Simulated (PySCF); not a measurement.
# SH⁺: from constants to spectrum

UHF-CCSD(T) constants of SH⁺, ³Σ⁻ (triplet), unpaired electrons π ↑↑ (basis H cc-pVTZ, S cc-pV(T+d)Z; no relativity; PySCF 2.14; masses 1.0078 and 31.9721 u):

| Property | Result |
| --- | --- |
| ωe | 2551.0 cm⁻¹ |
| ωexe | 49.2 cm⁻¹ |
| Be | 9.2595 cm⁻¹ |
| αe | 0.285 cm⁻¹ |
| De to H + S⁺ | 3.57 eV |

(1) What force constant and bond length do these constants imply?

(2) Estimate the centrifugal constant D from the Kratzer relation and find the Dunham coefficient a1.

Correlated steps freeze 5 core orbitals. For an ion De counts to the pair picked by the measured ionisation energies or electron affinities, which need not be the lowest pair at this level. The state was picked by a PBE0 search and need not be the measured ground state.

## Answers

(1) Reduced mass μred = 0.97703 u; k = 5.8918×10⁻⁷·μred·ωe² (u, cm⁻¹, mdyn/Å) = 3.75 mdyn/Å; Re = √(16.8576/(μred·Be)) (u, cm⁻¹, Å) = 1.365 Å.

(2) D = 4Be³/ωe² = 0.000488 cm⁻¹; a1 = −1 − αeωe/(6Be²) = -2.41.
